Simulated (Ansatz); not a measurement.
A made-up structure of Si₂H₂O, closed shell:

O1  (-1.294, -0.551, -0.563)
Si2  (-0.135, -0.066, 0.483)
Si3  (1.678, 0.499, 1.386)
H4  (-1.147, -0.162, 1.474)
H5  (1.457, 0.007, -0.182)
(Å)

It is relaxed with PBE-D4/def2-SVP and then PBE0-D4/def2-TZVP (Ansatz 0.2.0). Atoms count as bonded within 1.22 times the sum of their covalent radii (H–H: 0.88 Å). The end point is not checked to be a true minimum.

Question: Does its bonding change? (Judge from chemistry; the calculation decides.)

Answer: Computed: Yes. Formed: Si3–H4; broken: Si2–H4, Si2–H5.

Where it ends: The first stage lowers the energy by 3.52 eV in 15 steps. It ends as Si₂H₂O ([O][Si][SiH2]):
```xyz
5
angstrom
O -1.5725 -0.2486 -0.9661
Si -0.4736 0.2554 -0.0623
Si 1.1864 0.6111 1.3743
H 0.0232 -0.3141 1.8861
H 1.3957 -0.5768 0.3665
```

Labels in which every atom is bracketed show which atoms are joined, not bond orders.

For scale, one of the runs: PBE0-D4/def2-TZVP relaxation, 117 basis functions, launched by `ansatz run in.yaml --threads 2 --pin off --events-out ev --progress --plain --max-ram 4352MiB`. The run took about 11 s on 2 CPU threads of an Arm Neoverse V2 (shared host).
